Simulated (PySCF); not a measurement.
Compound: C3H7Cl.
SMILES: `CC(C)Cl`

Jobs on this species (11 atoms, 42 electrons) with PySCF (density fitting). Hardware of each: an x86-64 server with one thread, no GPU, shared host. Times come from a shared host and carry two figures at best.

```json
{"level and settings": "PBE0/6-31G", "work": "shieldings, charges and field gradients", "basis functions": "54", "SCF cycles": "?", "wall time": "?"}
{"level and settings": "BHandHLYP/pcSseg-2", "work": "shieldings", "basis functions": "249", "SCF cycles": "?", "wall time": "?"}
{"level and settings": "PBE0-D3(BJ)/def2-SVP, grid level 1", "work": "geometry optimisation from an MMFF94s start", "basis functions": "95", "SCF cycles": "24", "wall time": "18 s"}
{"level and settings": "B97-2/pcSseg-2", "work": "shieldings", "basis functions": "249", "SCF cycles": "12", "wall time": "33 s"}
{"level and settings": "PBE0/STO-3G", "work": "shieldings, charges and field gradients", "basis functions": "31", "SCF cycles": "10", "wall time": "3.0 s"}
{"level and settings": "PBE0/def2-SVP", "work": "shieldings, charges and field gradients", "basis functions": "95", "SCF cycles": "12", "wall time": "10 s"}
{"level and settings": "wB97X-D/pcSseg-2", "work": "shieldings", "basis functions": "249", "SCF cycles": "13", "wall time": "45 s"}
{"level and settings": "CAM-B3LYP/def2-SVPD", "work": "10 singlets by full TDDFT, 4 Tamm–Dancoff triplets, polarisability, ΔSCF ions", "basis functions": "143", "SCF cycles": "12", "wall time": "57 s"}
{"level and settings": "PBE0/6-311+G(2d,p)", "work": "shieldings, charges and field gradients", "basis functions": "158", "SCF cycles": "12", "wall time": "24 s"}
```

**Question.** Fill in the missing figures.

**Answer.** 
- PBE0/6-31G; shieldings, charges and field gradients: 6.3 s, 11 SCF cycles
- BHandHLYP/pcSseg-2; shieldings: 30 s, 12 SCF cycles

**Question.** What do all jobs in the table cost together?

**Answer.** About 3.8 min; the longest takes about 25 % of that, and about 19 times as long as the shortest.
